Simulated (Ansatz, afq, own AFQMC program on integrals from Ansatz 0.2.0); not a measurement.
## CH3, doublet in 6-31G along one coordinate

| atom | x (Å) | y (Å) | z (Å) |
| --- | --- | --- | --- |
| C | 0.0000 | 0.0000 | 0.0000 |
| H | 1.0799 | 0.0140 | -0.0003 |
| H | -0.5521 | 0.9282 | -0.0027 |
| H | -0.5278 | -0.9423 | 0.0031 |

The C1–H3 distance is changed with both sides rigid. Energies in eV count from this geometry (1.080 Å) at the same level; the start stands on UHF, each point on the determinant named.

Basis 6-31G. Only valence electrons are correlated. Ansatz 0.2.0 and our own AFQMC program on the same integrals; the CISD trial comes from CCSD amplitudes, and released means the phaseless constraint is let go. Uncertainties: one standard error, sampling alone.

Cautions, each for one point or more: strong correlation; the ph-AFQMC/CISD walk drifts between its halves; unrestricted determinant slightly spin contaminated; unrestricted determinant spin contaminated.

| r(C1–H3) / Å | det. | T1 | weight | ⟨S²⟩ | CCSD(T) | ph-AFQMC/CISD | released AFQMC | FCI | CCSDT(Q) | wB97M-V | CCSD |
| --- | --- | --- | --- | --- | --- | --- | --- | --- | --- | --- | --- |
| 0.948 | UHF | 0.005 | 0.96 | 0.76 | 0.476 | 0.480 ± 0.001 | 0.478 ± 0.0009 | 0.477 | 0.477 | 0.432 | 0.474 |
| 1.201 | UHF | 0.007 | 0.95 | 0.77 | 0.175 | 0.176 ± 0.002 | 0.173 ± 0.001 | 0.173 | 0.174 | 0.212 | 0.178 |
| 1.457 | UHF | 0.021 | 0.93 | 0.81 | 1.229 | 1.232 ± 0.002 | 1.225 ± 0.001 | 1.224 | 1.224 | 1.379 | 1.243 |
| 2.030 | UHF | 0.079 | 0.77 | 1.49 | 3.478 | 3.450 ± 0.003 | 3.443 ± 0.003 | 3.440 | 3.440 | 4.091§ | 3.519 |
| 2.891 | UHF | 0.011 | 0.95 | 1.74 | 4.450 | 4.415 ± 0.002 | 4.414 ± 0.001 | 4.416 | 4.416 | 5.130§ | 4.444 |

Weight is that of the determinant in the CISD state; at the start T1 is 0.006 and the weight 0.95, and ⟨S²⟩ is 0.76. § marks a functional whose ⟨S²⟩ is too high by over 0.1. Largest departures from full CI: CCSD(T) 0.037 eV at 2.030 (on UHF), ph-AFQMC/CISD 0.009 eV at 2.030 (on UHF), released AFQMC 0.002 eV at 2.030 (on UHF) (within the noise), CCSDT(Q) 0.000 eV at 2.030 (on UHF), wB97M-V 0.155 eV at 1.457, CCSD 0.079 eV at 2.030 (on UHF). Functionals count only at points shown to share the start's state and spin. In this small basis the wave-function levels are far from their limit, so their gap to the functionals isn't the functionals' error.

Some points may be missing: those where a free walk finds a much lower state, and past Zn most of those on another determinant than at the start.

CCSDT and higher add their correlation energy to the determinant of the CCSD(T) run, since their own runs factorise the integrals more tightly (a shift of under 2 meV). A walk keeps the symmetry of its determinant, which the program's search chose and which needn't be the lowest solution, so a lower state of the same spin and another symmetry isn't excluded. Released energies are given only where the last usable release times agree within the noise; a slower fall can still hide under it.
